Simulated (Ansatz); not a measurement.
A nudged elastic band was laid between two geometries of ClH3Si + H2N (8 atoms, charge 0, multiplicity 2).

The calculation used UKS B3LYP-D4/6-31G* in Ansatz.

- movable images: 5
- climbing image: yes
- spring: 5.0 eV/Å²
- optimiser: quadratic models (default)
- start path: through a guess of the saddle point
- force threshold: 0.05 eV/Å
- iteration limit: 60
- end points: relaxed

Image 0:

```xyz
8
Properties=species:S:1:pos:R:3
Si 0.246 0.198 0.104
H 1.294 0.935 0.840
H 0.617 0.138 -1.335
H -1.099 0.795 0.228
Cl 0.204 -1.804 0.727
N -0.473 0.048 2.963
H -1.333 -0.476 3.185
H 0.229 -0.381 3.585
```

Image 6:

```xyz
8
Properties=species:S:1:pos:R:3
Si 0.080 -0.003 -0.177
H 1.011 0.508 2.823
H 0.518 0.132 -1.597
H -1.225 0.686 0.026
Cl -0.210 -2.039 0.194
N 0.144 0.175 3.239
H -0.019 -0.769 2.896
H -0.611 0.763 2.894
```

(1) Which bonds break or form, and what moves?

(2) What energy profile does the band end with?

(3) What is the geometry of the highest image?

Results:

(1) Bonds broken: Si1–H2. Bonds formed: H2–N6. ClH3Si + H2N becomes ClH2Si + H3N.

(2) The run converged. The highest image is number 3 of 0 to 6, 0.270 eV above the first end and 0.908 eV above the last; the last end lies 0.638 eV below the first. The profile has 2 maxima (images 3, 5) with wells between them (image 4): this band takes more than one step, which may be the mechanism or a detour left from its start path. A vibrational analysis at the climbing image gives one clearly imaginary mode, 880i cm⁻¹: a first-order saddle point.

```csv
image,path coordinate (Å),energy (eV),Si1–H2 (Å),H2–N6 (Å)
0,0.00,0.000,1.48,2.90
1,1.26,0.073,1.48,2.75
2,2.51,0.123,1.48,2.43
3,3.77,0.270,1.60,1.49
4,6.06,-0.595,3.87,1.02
5,8.36,-0.514,2.95,1.02
6,10.66,-0.638,3.18,1.02
```

(3) 
```xyz
8
Properties=species:S:1:pos:R:3:forces:R:3
Si -0.014 0.075 0.112 0.00 0.00 -0.01
H -0.255 0.321 1.673 0.00 0.00 0.00
H 1.327 0.571 -0.293 0.00 0.00 0.00
H -1.070 0.724 -0.706 0.00 0.00 0.00
Cl -0.071 -1.977 -0.255 0.00 0.00 0.00
N -0.294 0.272 3.165 -0.01 0.01 0.01
H -0.654 -0.691 3.262 0.00 0.00 0.00
H 0.717 0.157 3.340 0.00 0.00 0.00
```

Run time: 12 min on 1 thread of Arm Neoverse V1, with other jobs on the host, peak memory 0.18 GiB.
